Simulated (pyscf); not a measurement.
Structures and frequencies: ωB97X-D3(BJ)/def2-SVP in PySCF.

### Question
For the elementary gas-phase step `[SiH3][O][SiH2][O][SiH3]` + `[FH]` → `[F][SiH2][O][SiH3]` + `[OH][SiH3]` (singlet surface; O–Si, F–H broken, F–Si, H–O formed), what barrier and reaction energy does ωB97M-D3(BJ)/def2-TZVP give, measured from the separated reactants?

### Answer
ΔE‡ = 17.3 kcal/mol, ΔE = -6.5 kcal/mol. Zero-point energy shifts the barrier by +1.3 kcal/mol. It is a four-centre exchange, with an imaginary mode of 539i cm⁻¹. On the reactant side the descent ends in a complex, 6.8 kcal/mol under the separated species and 24.7 kcal/mol under the saddle at ωB97X-D3(BJ)/def2-TZVP. On the product side the descent ends in a complex (not fully relaxed), 4.9 kcal/mol under the separated species and 27.4 kcal/mol under the saddle at ωB97X-D3(BJ)/def2-TZVP. This is the saddle that the search found; another between the same sides may lie lower.
